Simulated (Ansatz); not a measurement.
**C2H2O (ethenone): levels of theory compared**

Aim: a comparison of 6 runs (HF/STO-3G, B3LYP/STO-3G, BLYP/STO-3G, PBE0/STO-3G, UPBE0/STO-3G, UMP2/STO-3G) of C2H2O (ethenone). 

Program for the calculation: Ansatz 0.2.0.

57 further runs of the same task are left out: 10 that didn't finish, 47 set aside as unsound or not needed.

### Step 1. The system as given

C2H2O: 5 atoms, total charge 0, spin state singlet. SMILES: `C=C=O`. The O3–C2 distance was set to 1.445 Å, away from the relaxed value.

Bond lengths: C1–C2 1.307 Å, C2–O3 1.445 Å, C1–H4 1.080 Å, C1–H5 1.080 Å. Angles: C1–C2–O3 180.0°, C2–C1–H4 119.5°, C2–C1–H5 119.5°, H4–C1–H5 121.1°.

### Step 2. The energy at HF/STO-3G (run 1)

input.yaml

```yaml
crystal:
  periodic: [false, false, false]
  atoms:
    - {symbol: C, position_ang: [-0.560192, 0.435774, -0.410727]}
    - {symbol: C, position_ang: [0.336908, -0.273026, 0.222473]}
    - {symbol: O, position_ang: [1.329000, -1.057000, 0.922700]}
    - {symbol: H, position_ang: [-1.402492, -0.060526, -0.869127]}
    - {symbol: H, position_ang: [-0.446892, 1.508174, -0.466827]}
basis:
  gaussian: {orbitals: STO-3G}
hamiltonian: {xc: hf}
accuracy: high
```

The run is started by

```console
$ ansatz run input.yaml --threads 1 --pin off --max-ram 2610MiB --events-out events.jsonl --progress --plain --runs-dir runs
```

Standard output:

```text
Warning: RAYON_NUM_THREADS=1 ignored (pool sized by the plan → 1); use --threads N
Functional definition: HF
  name "HF"
  exchange = exact_x
  correlation = 0
292 factors; integrals over basis functions are off by at most 2.1e-8 eV
mean field evaluation 1: about -4066.8480 eV, gradient 3.7e1 eV
mean field evaluation 2: about -4066.8907 eV, gradient 3.7e1 eV
mean field evaluation 4: about -4071.7389 eV, gradient 3.6e0 eV
mean field evaluation 8: about -4071.8413 eV, gradient 7.6e-2 eV
mean field evaluation 16: about -4071.8364 eV, gradient 2.8e-8 eV
mean field -4071.83644235 eV, -149.6372292664 hartree, gradient 2.8e-8 eV, S^2 0.000000; 0 other end points of the search recorded, 0 dependent functions left out
reference -4071.83644235 eV, -149.6372292664 hartree; 11, 11 occupied and 6, 6 virtual orbitals, 292 factors
Total energy: -4071.83644235 eV, -149.6372292664 hartree
```

Run time: 0.08 s. Hardware: 1 thread of Intel Xeon Platinum 8488C (Sapphire Rapids), shared host.

### Step 3. The energy at B3LYP/STO-3G (run 2)

input.yaml

```yaml
crystal:
  periodic: [false, false, false]
  atoms:
    - symbol: C
      position_ang: [-0.560192, 0.435774, -0.410727]
    - symbol: C
      position_ang: [0.336908, -0.273026, 0.222473]
    - symbol: O
      position_ang: [1.329000, -1.057000, 0.922700]
    - symbol: H
      position_ang: [-1.402492, -0.060526, -0.869127]
    - symbol: H
      position_ang: [-0.446892, 1.508174, -0.466827]
basis:
  gaussian:
    orbitals: STO-3G
hamiltonian:
  xc: {name: B3LYP}
accuracy: high
```

The run is started by

```console
$ ansatz run input.yaml --threads 1 --pin off --max-ram 2610MiB --events-out events.jsonl --progress --plain --runs-dir runs
```

Standard output:

```text
Warning: RAYON_NUM_THREADS=1 ignored (pool sized by the plan → 1); use --threads N
Functional definition: B3LYP
  name "B3LYP"
  parameter a0 = 0.2
  parameter ax = 0.72
  parameter ac = 0.81
  exchange = (1 - a0 - ax)*slater_x + ax*b88_x + a0*exact_x
  correlation = (1 - ac)*vwn_rpa_c + ac*lyp_c
292 factors; integrals over basis functions are off by at most 2.1e-8 eV
mean field evaluation 1: about -4093.5702 eV, gradient 2.8e1 eV
mean field evaluation 2: about -4056.3288 eV, gradient 1.3e2 eV
mean field evaluation 4: about -4095.7297 eV, gradient 5.8e0 eV
mean field evaluation 8: about -4095.7479 eV, gradient 3.4e-2 eV
mean field evaluation 16: about -4095.7479 eV, gradient 1.5e-6 eV
mean field -4095.74789718 eV, -150.5159590239 hartree, gradient 7.5e-8 eV, S^2 0.000000; 0 other end points of the search recorded, 0 dependent functions left out
reference -4095.74792064 eV, -150.5159598857 hartree; 11, 11 occupied and 6, 6 virtual orbitals, 292 factors
Total energy: -4095.74792064 eV, -150.5159598857 hartree
```

Wall time 0.6 s (1 thread of Intel Xeon Platinum 8488C (Sapphire Rapids), shared host); peak memory 0.11 GiB.

Runs 3 to 4 aren't shown in full; the table further down has their settings and results.

### Step 4. A single-point energy at UPBE0/STO-3G (run 5)

molecule.yaml

```yaml
crystal:
  periodic: [false, false, false]
  atoms:
    - {symbol: C, position_ang: [-0.560192, 0.435774, -0.410727]}
    - {symbol: C, position_ang: [0.336908, -0.273026, 0.222473]}
    - {symbol: O, position_ang: [1.329000, -1.057000, 0.922700]}
    - {symbol: H, position_ang: [-1.402492, -0.060526, -0.869127]}
    - {symbol: H, position_ang: [-0.446892, 1.508174, -0.466827]}
basis:
  gaussian: {orbitals: STO-3G}
total_charge: 0
magnetization: {spin_polarized: true, initial_magnetization: 0}
hamiltonian: {xc: {name: PBE0}}
accuracy: high
```

The run is started by

```console
$ ansatz run molecule.yaml --threads 1 --pin off --max-ram 2610MiB --events-out events.jsonl --progress --plain --runs-dir runs
```

Standard output:

```text
Warning: RAYON_NUM_THREADS=1 ignored (pool sized by the plan → 1); use --threads N
Functional definition: PBE0
  name "PBE0"
  parameter a = 0.25
  parameter kappa = 0.804
  parameter beta = 0.06672455060314922
  exchange = (1 - a)*pbe_x(kappa = kappa, mu = beta*pi^2/3) + a*exact_x
  correlation = pbe_c(beta = beta)
292 factors; integrals over basis functions are off by at most 2.1e-8 eV
mean field evaluation 1: about -4089.2122 eV, gradient 2.0e1 eV
mean field evaluation 2: about -4055.1453 eV, gradient 8.6e1 eV
mean field evaluation 4: about -4091.5243 eV, gradient 3.9e0 eV
mean field evaluation 8: about -4091.5418 eV, gradient 2.7e-2 eV
mean field evaluation 16: about -4091.5418 eV, gradient 3.3e-7 eV
mean field -4091.54184711 eV, -150.3613895345 hartree, gradient 5.0e-8 eV, S^2 0.000000; 1 other end points of the search recorded, 0 dependent functions left out
reference -4091.54184825 eV, -150.3613895765 hartree; 11, 11 occupied and 6, 6 virtual orbitals, 292 factors
Total energy: -4091.54184825 eV, -150.3613895765 hartree
```

It took 1 s on 1 thread of Intel Xeon Platinum 8488C (Sapphire Rapids), shared host; peak memory 0.14 GiB.

### Step 5. A single-point energy at UMP2/STO-3G (run 6)

in.yaml

```yaml
crystal:
  periodic: [false, false, false]
  atoms:
    - {symbol: C, position_ang: [-0.560192, 0.435774, -0.410727]}
    - {symbol: C, position_ang: [0.336908, -0.273026, 0.222473]}
    - {symbol: O, position_ang: [1.329000, -1.057000, 0.922700]}
    - {symbol: H, position_ang: [-1.402492, -0.060526, -0.869127]}
    - {symbol: H, position_ang: [-0.446892, 1.508174, -0.466827]}
basis:
  gaussian:
    orbitals: STO-3G
correlation:
  method: mp2
  frozen_orbitals: {C: 1, H: 0, O: 1}
magnetization:
  spin_polarized: true
  initial_magnetization: 0
accuracy: high
```

The run is started by

```console
$ ansatz run in.yaml --threads 1 --pin off --max-ram 2610MiB --events-out events.jsonl --progress --plain --runs-dir runs
```

Standard output, cut to the lines that bear on the results:

```text
Warning: RAYON_NUM_THREADS=1 ignored (pool sized by the plan → 1); use --threads N
[... 2 set-up lines as earlier in the session ...]
[...]
292 factors; integrals over basis functions are off by at most 2.1e-8 eV
[...]
mean field -4073.24926561 eV, -149.6891495635 hartree, gradient 3.1e-8 eV, S^2 1.094330; 10 other end points of the search recorded, 0 dependent functions left out
3 core orbitals not correlated: weight in the atoms' cores, before any rotation towards them, 1.000 or more for the frozen orbitals, at most 0.000 for the correlated occupied ones
reference -4073.24926561 eV, -149.6891495635 hartree; 8, 8 occupied and 6, 6 virtual orbitals, 292 factors
second order -3.01733814 eV of doubles, -0.00000000 eV of singles
Total energy: -4076.26660374 eV, -149.8000346947 hartree
```

Wall time 0.22 s (1 thread of Intel Xeon Platinum 8488C (Sapphire Rapids), shared host).

### Step 6. All runs side by side

```tsv
run	level	frozen core orbitals	energy (Eh)	wall time
1	HF/STO-3G	–	-149.637229	0.08 s
2	B3LYP/STO-3G	–	-150.515960	0.6 s
3	BLYP/STO-3G	–	-150.476913	0.65 s
4	PBE0/STO-3G	–	-150.361390	0.69 s
5	UPBE0/STO-3G	–	-150.361390	1 s
6	UMP2/STO-3G	3	-149.800035	0.22 s
```

### Step 7. What came out

| quantity | value |
| --- | --- |
| run 6: total energy | -149.80003 Eh |
| run 6: correlation energy (3 core orbitals frozen) | -110.9 mEh |
| run 6: ⟨S²⟩ of the reference determinant | 1.094 |

Totals of different functionals can't be ranked against each other. In runs 1, 2, 3, 4, 5, 6 the basis is minimal, so the values are rough. Spin contamination of the reference: run 6 ⟨S²⟩ = 1.09. Where it is this large, the reference is a mixture of spin states, and values that rest on it are in doubt. All runs together took 3.2 s, the longest 1 s.
